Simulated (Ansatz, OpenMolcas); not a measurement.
How methods differ on BH3 (SMILES [H]B([H])[H])

BH3 has 4 atoms, charge 0, and is taken as a singlet. SMILES: `[H]B([H])[H]`. The coordinates come from a GFN2-xTB relaxation.

```xyz
4

B     0.0001    0.0000   -0.0014
H     1.1639   -0.0303    0.0153
H    -0.5553    1.0234   -0.0186
H    -0.6086   -0.9931    0.0048
```

Each level gives the energy change with the B1–H4 bond stretched from 1.165 to 2.912 Å (eV). The values are calculated.

| level | kind | program | value (eV) | CPU time (all runs) |
| --- | --- | --- | --- | --- |
| HF/6-31G* (spherical functions) (restricted) | Hartree–Fock | Ansatz | 6.12 | 0.18 s |
| SVWN5/6-31G* (spherical functions) (restricted) | LDA | Ansatz | 4.88 | 0.73 s |
| revPBE/6-31G* (spherical functions) (restricted) | GGA | Ansatz | 4.79 | 1.1 s |
| r2SCAN/6-31G* (spherical functions) (restricted) | meta-GGA | Ansatz | 5.12 | 2.5 s |
| B3LYP/6-31G* (spherical functions) (restricted) | global hybrid | Ansatz | 5.17 | 1.2 s |
| wB97M-V/6-31G* (spherical functions) (restricted) | range-separated hybrid | Ansatz | 5.53 | 12 s |
| B2PLYP/6-31G* (spherical functions) (restricted) | double hybrid | Ansatz | 5.22 | 1.6 s |
| CCSDT/6-31G* (spherical functions) (restricted) | coupled cluster or CI | Ansatz | 4.19 | 0.6 s |
| FCI/3-21G | exact in the basis | OpenMolcas | 4.00 | 6.8 s |

Spin-restricted single references rise too steeply as a bond breaks, Hartree–Fock most of all. Perturbation and coupled-cluster corrections on them can overshoot downwards. The first shape isn't each level's own minimum. The values span 4.00 to 6.12 eV. The coupled-cluster rows rest on a doubtful reference here (large T1 or Brueckner and Hartree–Fock orbitals at odds), and rows may lie in different states. High-level rows in very small sets aren't better than simpler rows in larger ones. CPU times are rough (shared hosts, several kinds of processor): they show what a rung costs within a factor of a few.
